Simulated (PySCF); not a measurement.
**Orbital picture of Cl₂⁺**

r²SCAN at R = 1.926 Å; Cl jorge-DZP-DKH; spin-free X2C with a Gaussian nucleus (PySCF 2.14). State: ²Πg (doublet), unpaired electrons π ↑. Only the outer orbitals are listed.

| spin | orbital | occ. | ε (eV) | main shells (%) |
| --- | --- | --- | --- | --- |
| α | σg | 1 | -34.21 | 90 s, 9 p |
| α | σu | 1 | -28.95 | 98 s |
| α | σg | 1 | -21.17 | 88 p, 10 s |
| α | πu | 1 | -19.77 | 99 p |
| α | πu | 1 | -18.90 | 99 p |
| α | πg | 1 | -16.74 | 100 p |
| α | πg | 1 | -15.78 | 100 p |
| α | σu | 0 | -11.92 | 95 p |
| α | σg | 0 | 0.45 | 54 p, 46 d |
| α | πu | 0 | 3.22 | 96 p |
| β | σg | 1 | -33.71 | 88 s, 11 p |
| β | σu | 1 | -28.11 | 97 s |
| β | σg | 1 | -20.81 | 87 p, 12 s |
| β | πu | 1 | -18.64 | 98 p |
| β | πu | 1 | -18.51 | 98 p |
| β | πg | 1 | -15.44 | 100 p |
| β | πg | 0 | -15.13 | 100 p |
| β | σu | 0 | -11.51 | 94 p |
| β | σg | 0 | 0.75 | 56 p, 44 d |

Task: Which are the highest filled and the lowest empty level, where do they sit, and how wide is the gap?

Result: Highest filled β πg at -15.44 eV (in %: 100 p); lowest empty β πg at -15.13 eV (in %: 100 p); the gap at r²SCAN is 0.31 eV. Both belong to one degenerate shell, split only by its one-sided filling, so this is no excitation gap.

```
bond order (Mayer) : 1.50
⟨S²⟩               : 0.752
```

The state is the lowest determinant that a PBE0 search found; another state may lie lower at other levels.
